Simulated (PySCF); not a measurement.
## J couplings in Lithium Amide

Molfile (atoms numbered from 1):
```
H2LiN
     RDKit          3D

  4  3  0  0  0  0  0  0  0  0999 V2000
    1.6237   -0.1169    0.0511 Li  0  0  0  0  0  1  0  0  0  0  0  0
   -0.0845   -0.0134   -0.0277 N   0  0  0  0  0  0  0  0  0  0  0  0
   -0.7660   -0.7739   -0.0491 H   0  0  0  0  0  0  0  0  0  0  0  0
   -0.6695    0.8233   -0.0504 H   0  0  0  0  0  0  0  0  0  0  0  0
  1  2  1  0
  2  3  1  0
  2  4  1  0
M  END
```

Indirect spin–spin couplings were computed at B3LYP/pcJ-1 (PySCF) on a PBE0-D3(BJ)/def2-SVP structure, for the isolated molecule, without vibrational or relativistic corrections. Couplings are averaged over pairs made equivalent by symmetry, fast rotation or ring inversion, so a value needn't be that of the named pair in this geometry, while other rotamers aren't included; one pair stands for each set, and the list holds those of at least 0.8 Hz over up to four bonds.

Isotopes: ¹⁵N, ¹H, ⁷Li.

| pair | bonds | J (Hz) |
| --- | --- | --- |
| Li1, N2 | 1 | ? |
| N2, H3 | 1 | -58.4 |
| Li1, H3 | 2 | 5.8 |
| H3, H4 | 2 | ? |

Q: Estimate the withheld couplings, with signs.

A: 
- ¹J(Li1,N2) = -51.5 Hz (bond length 1.713 Å)
- ²J(H3,H4) = -12.2 Hz (angle at N2 103°)
